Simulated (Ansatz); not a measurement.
SiHF (SMILES F[SiH]): methods side by side

SiHF has 3 atoms, charge 0, and is taken as a singlet. SMILES: `F[SiH]`. The coordinates come from a PBE0-D4/def2-TZVP relaxation.

```xyz
3

F    -1.0902    0.0244   -0.6023
Si    0.1868    0.6294    0.1738
H     0.8924   -0.7186    0.4153
```

Each level gives the energy change with the F1–Si2 bond stretched from 1.612 to 2.418 Å (eV). The values are calculated.

```csv
level,kind,program,value (eV),less FCI/STO-3G
HF/STO-3G (restricted),Hartree–Fock,Ansatz,5.10,+1.77
SVWN5/STO-3G (restricted),LDA,Ansatz,3.90,+0.57
BLYP/STO-3G (restricted),GGA,Ansatz,3.50,+0.17
PBE/STO-3G (restricted),GGA,Ansatz,3.57,+0.24
r2SCAN0/STO-3G (restricted),hybrid meta-GGA,Ansatz,4.32,+0.99
wB97X/STO-3G (restricted),range-separated hybrid,Ansatz,4.43,+1.10
MP2/STO-3G (restricted),perturbation theory,Ansatz,4.29,+0.96
CCSDT(Q)/STO-3G (restricted),coupled cluster or CI,Ansatz,3.30,-0.03
FCI/STO-3G,exact in the basis,Ansatz,3.33,0.00
```

FCI/STO-3G is exact within its basis and frozen core, so for wave-function methods in that basis the difference is their error; functionals converge differently with the basis, so for them it is only a difference. A spin-restricted reference rises too steeply as a bond breaks; here HF/STO-3G, SVWN5/STO-3G, r2SCAN0/STO-3G, wB97X/STO-3G, MP2/STO-3G lie well above the multireference or unrestricted value. The first shape isn't each level's own minimum. The values span 3.30 to 5.10 eV. All rows use very small basis sets, so none should be taken for the real molecule's value.
